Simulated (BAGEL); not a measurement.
# PBE0/6-311+G(d,p) (density fitting with qzvpp-jkfit) run of C2H6Si (SMILES C[Si]C)

What is the energy change on altering one bond length of C2H6Si at PBE0/6-311+G** (density fitting with qzvpp-jkfit)? 

The results are computed with BAGEL 1.2.2.

2 further runs of the same task are left out: 2 set aside as unsound or not needed.

### Step 1. Starting point

C2H6Si has 9 atoms, charge 0, and is taken as a singlet. As SMILES, `C[Si]C`. The shape is that of a PBE0-D4/def2-TZVP optimisation.

Bond lengths: C1–Si2 1.896 Å, Si2–C3 1.896 Å, C1–H4 1.102 Å, C1–H5 1.091 Å, C1–H6 1.095 Å, C3–H7 1.095 Å, C3–H8 1.091 Å, C3–H9 1.102 Å. Some angles: C1–Si2–C3 97.8°, Si2–C1–H4 105.3°, Si2–C1–H5 113.7°, Si2–C1–H6 114.0°, Si2–C3–H7 113.9°, Si2–C3–H8 113.7°, Si2–C3–H9 105.3°, H4–C1–H5 107.1°, H4–C1–H6 106.4°, H5–C1–H6 109.8°.

### Step 2. A single-point energy at PBE0/6-311+G(d,p) (density fitting with qzvpp-jkfit)

Input file job.json:

```json
{ "bagel" : [

{
  "title" : "molecule",
  "basis" : "6-311+gss.json",
  "df_basis" : "qzvpp-jkfit",
  "angstrom" : true,
  "geometry" : [
    { "atom" : "C", "xyz" : [      -0.527400,       1.047300,      -0.805300 ] },
    { "atom" : "Si", "xyz" : [       0.896800,      -0.199700,      -0.912800 ] },
    { "atom" : "C", "xyz" : [       0.601900,      -1.069400,       0.746000 ] },
    { "atom" : "H", "xyz" : [      -1.430700,       0.480400,      -1.082200 ] },
    { "atom" : "H", "xyz" : [      -0.439700,       1.875000,      -1.511000 ] },
    { "atom" : "H", "xyz" : [      -0.703500,       1.436700,       0.202600 ] },
    { "atom" : "H", "xyz" : [      -0.455600,      -1.193000,       1.001000 ] },
    { "atom" : "H", "xyz" : [       1.117900,      -2.026600,       0.837300 ] },
    { "atom" : "H", "xyz" : [       1.028800,      -0.397000,       1.507100 ] }
  ]
},

{
  "title" : "ks",
  "xc_func" : "pbe0"
},

{
  "title" : "print",
  "file" : "orbitals.molden",
  "orbitals" : true
}

]}
```

The basis set 6-311+G** is read from a file made from the Basis Set Exchange's data (not shown).

Command:

```bash
$ BAGEL_NUM_THREADS=1 BAGEL job.json > job.out
```

Standard output:

```text
* using 1 threads per process

  ===============================================================
  ===============================================================

  *** Geometry ***

  { "atom" : "C", "xyz" : [     -0.996642,      1.979110,     -1.521796 ] },
  { "atom" : "Si", "xyz" : [      1.694706,     -0.377378,     -1.724942 ] },
  { "atom" : "C", "xyz" : [      1.137426,     -2.020873,      1.409736 ] },
  { "atom" : "H", "xyz" : [     -2.703631,      0.907824,     -2.045062 ] },
  { "atom" : "H", "xyz" : [     -0.830913,      3.543236,     -2.855376 ] },
  { "atom" : "H", "xyz" : [     -1.329422,      2.714970,      0.382859 ] },
  { "atom" : "H", "xyz" : [     -0.860959,     -2.254443,      1.891616 ] },
  { "atom" : "H", "xyz" : [      2.112525,     -3.829719,      1.582268 ] },
  { "atom" : "H", "xyz" : [      1.944150,     -0.750221,      2.848006 ] },

  Number of auxiliary basis functions:      386

  Since a DF basis is specified, we compute 2- and 3-index integrals:
    o Being stored without compression. Storage requirement is 0.037 GB

  Number of basis functions:      110
  Number of electrons      :       32

    * METHOD: MOLECULE                             0.15

  *** Kohn-Sham DFT ***

    * Removing 15804 points whose weight is below 1.00e-10
    * Grid points: 118350

  === Nuclear Repulsion ===
    97.7047894472

       - DIIS with orbital gradients will be used.

  === KS iteration (pbe0 / 6-311+gss.json) ===
      0       -281.58828867          0.25520145           0.32
      1       -264.21112818          0.16736766           0.31
      2       -287.60273788          0.22357520           0.31
      3       -353.82849410          0.15602527           0.32
      4       -354.04869427          0.16129717           0.32
      5       -355.98175028          0.14685188           0.32
      6       -355.67130319          0.14435111           0.32
      7       -307.66941805          0.28929894           0.32
      8       -366.70794849          0.05579753           0.32
      9       -368.47007705          0.03968111           0.32
     10       -369.03843619          0.00902261           0.32
     11       -369.05434018          0.00613342           0.32
     12       -369.06692219          0.00201733           0.32
     13       -369.06827762          0.00047821           0.32
     14       -369.06835322          0.00005553           0.32
     15       -369.06835439          0.00001726           0.32
     16       -369.06835452          0.00000284           0.32
     17       -369.06835452          0.00000112           0.32
     18       -369.06835452          0.00000026           0.32
     19       -369.06835452          0.00000007           0.32
     20       -369.06835452          0.00000002           0.32
     21       -369.06835452          0.00000001           0.31
     22       -369.06835452          0.00000000           0.32
    * SCF iteration converged.

    * Permanent dipole moment:
           (    0.381948,    -0.083897,    -0.392139) a.u.

    * METHOD: KS                                   7.93

    * METHOD: PRINT                                0.02

  ===============================================================
```

Wall time 8.4 s (1 thread of Arm Neoverse V2, shared host); peak memory 0.57 GiB.

### Step 3. The distorted shape, same level

Input file calc.json:

```json
{ "bagel" : [

{
  "title" : "molecule",
  "basis" : "6-311+gss.json",
  "df_basis" : "qzvpp-jkfit",
  "angstrom" : true,
  "geometry" : [
    { "atom" : "C", "xyz" : [      -0.655451,       0.845610,      -1.033597 ] },
    { "atom" : "Si", "xyz" : [       0.768749,      -0.401390,      -1.141097 ] },
    { "atom" : "C", "xyz" : [       0.473849,      -1.271090,       0.517703 ] },
    { "atom" : "H", "xyz" : [      -1.558751,       0.278710,      -1.310497 ] },
    { "atom" : "H", "xyz" : [      -0.567751,       1.673310,      -1.739297 ] },
    { "atom" : "H", "xyz" : [      -0.831551,       1.235010,      -0.025697 ] },
    { "atom" : "H", "xyz" : [      -0.583651,      -1.394690,       0.772703 ] },
    { "atom" : "H", "xyz" : [       0.989849,      -2.228290,       0.609003 ] },
    { "atom" : "H", "xyz" : [       1.028800,      -0.397000,       1.507100 ] }
  ]
},

{
  "title" : "ks",
  "xc_func" : "pbe0"
},

{
  "title" : "print",
  "file" : "orbitals.molden",
  "orbitals" : true
}

]}
```

The basis set 6-311+G** is read from a file made from the Basis Set Exchange's data (not shown).

Command:

```bash
$ BAGEL_NUM_THREADS=1 BAGEL calc.json > calc.out
```

Standard output:

```text
* using 1 threads per process

  ===============================================================
  ===============================================================

  *** Geometry ***

  { "atom" : "C", "xyz" : [     -1.238623,      1.597971,     -1.953215 ] },
  { "atom" : "Si", "xyz" : [      1.452725,     -0.758517,     -2.156361 ] },
  { "atom" : "C", "xyz" : [      0.895445,     -2.402012,      0.978317 ] },
  { "atom" : "H", "xyz" : [     -2.945612,      0.526686,     -2.476480 ] },
  { "atom" : "H", "xyz" : [     -1.072894,      3.162098,     -3.286795 ] },
  { "atom" : "H", "xyz" : [     -1.571404,      2.333831,     -0.048560 ] },
  { "atom" : "H", "xyz" : [     -1.102941,     -2.635582,      1.460197 ] },
  { "atom" : "H", "xyz" : [      1.870544,     -4.210858,      1.150849 ] },
  { "atom" : "H", "xyz" : [      1.944150,     -0.750221,      2.848006 ] },

  Number of auxiliary basis functions:      386

  Since a DF basis is specified, we compute 2- and 3-index integrals:
    o Being stored without compression. Storage requirement is 0.037 GB

  Number of basis functions:      110
  Number of electrons      :       32

    * METHOD: MOLECULE                             0.15

  *** Kohn-Sham DFT ***

    * Removing 15398 points whose weight is below 1.00e-10
    * Grid points: 118756

  === Nuclear Repulsion ===
    96.6331599901

       - DIIS with orbital gradients will be used.

  === KS iteration (pbe0 / 6-311+gss.json) ===
      0       -277.33981080          0.25590568           0.33
      1       -252.92067467          0.18215453           0.32
      2       -293.56945734          0.23131441           0.32
      3       -343.62932454          0.15250085           0.32
      4       -357.07826892          0.13479090           0.32
      5       -362.65467412          0.10436898           0.32
      6       -367.63537128          0.05774091           0.32
      7       -367.75584876          0.04393970           0.32
      8       -368.94732167          0.01248625           0.32
      9       -369.02865507          0.00319862           0.32
     10       -369.03145201          0.00186157           0.32
     11       -369.03266206          0.00034143           0.32
     12       -369.03267957          0.00029916           0.32
     13       -369.03271115          0.00002778           0.32
     14       -369.03271143          0.00001144           0.32
     15       -369.03271149          0.00000189           0.32
     16       -369.03271149          0.00000085           0.32
     17       -369.03271149          0.00000025           0.33
     18       -369.03271149          0.00000011           0.33
     19       -369.03271149          0.00000008           0.32
     20       -369.03271149          0.00000001           0.32
     21       -369.03271149          0.00000000           0.32
    * SCF iteration converged.

    * Permanent dipole moment:
           (    0.403205,    -0.048565,    -0.337681) a.u.

    * METHOD: KS                                   7.66

    * METHOD: PRINT                                0.02

  ===============================================================
```

Wall time 8.1 s (1 thread of Arm Neoverse V2, shared host); peak memory 0.57 GiB.

### Step 4. Results

Level: PBE0/6-311+G** (density fitting with qzvpp-jkfit).

```
                                                         quantity          value
                                        first shape: total energy  -369.06835 Eh
                                       first shape: dipole moment         1.41 D
                                         first shape: HOMO energy       -5.98 eV
                                         first shape: LUMO energy       -2.14 eV
                                       first shape: HOMO–LUMO gap        3.84 eV
                                    distorted shape: total energy  -369.03271 Eh
                                   distorted shape: dipole moment         1.34 D
                                     distorted shape: HOMO energy       -6.03 eV
                                     distorted shape: LUMO energy       -2.19 eV
                                   distorted shape: HOMO–LUMO gap        3.84 eV
energy change with the C3–H9 bond stretched from 1.102 to 1.432 Å       0.970 eV
```

**Reading.** With the C3–H9 bond stretched from 1.102 to 1.432 Å the energy rises by 0.97 eV (22.4 kcal/mol). The first shape isn't relaxed at this level, so the change isn't measured from a minimum.
